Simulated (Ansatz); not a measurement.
# AlH4NO: the cost of one run

Method: RHF/def2-SVP, in Ansatz 0.2.0.

## Step 1: The starting structure

Bond lengths: Al1–N2 2.120 Å, N2–H3 1.060 Å, N2–H4 1.060 Å, Al1–H5 1.760 Å, Al1–O6 1.780 Å, O6–H7 1.010 Å. Angles: Al1–N2–H3 80.9°, Al1–N2–H4 156.6°, H3–N2–H4 120.0°, N2–Al1–H5 43.0°, N2–Al1–O6 160.6°, H5–Al1–O6 156.4°, Al1–O6–H7 109.5°.

Structure file:

```xyz
7

Al    0.0000    0.0000    0.0000
N     1.3790    0.0000    1.6102
H     0.5020   -0.2713    2.1402
H     2.2560    0.2713    2.1402
H     1.7491    0.0000    0.1958
O    -1.5415    0.0000   -0.8900
H    -2.0512   -0.8467   -0.6815
```

## Step 2: A restrained relaxation towards end A

Springs on the bonds that form and break draw the guess towards this end; the thresholds are loose.

input.yaml

```yaml
crystal:
  periodic: [false, false, false]
  atoms:
    - { symbol: Al, position_ang: [0.0, 0.0, 0.0] }
    - { symbol: "N", position_ang: [1.379, 0.0, 1.6102] }
    - { symbol: H, position_ang: [0.502, -0.2713, 2.1402] }
    - { symbol: H, position_ang: [2.256, 0.2713, 2.1402] }
    - { symbol: H, position_ang: [1.7491, 0.0, 0.1958] }
    - { symbol: O, position_ang: [-1.5415, 0.0, -0.89] }
    - { symbol: H, position_ang: [-2.0512, -0.8467, -0.6815] }
basis:
  gaussian: { orbitals: def2-SVP }
hamiltonian:
  xc: hf
relax:
  f_tol: 0.15
  max_steps: 25
  restrain:
    - { distance: [1, 4], at: 2.26, k: 30.0 }
    - { distance: [0, 1], at: 1.92, k: 30.0 }
    - { distance: [0, 4], at: 1.56, k: 30.0 }
output:
  orbitals: {}
```

Command:

```sh
> ansatz run input.yaml --threads 1 --pin off --max-ram 2048MiB --backend cpu --events-out ev --progress --plain --runs-dir out
```

Q: Estimate wall time and peak memory on 1 thread of Arm Neoverse V1, shared host.

About 9 s, with a peak of 0.12 GiB.
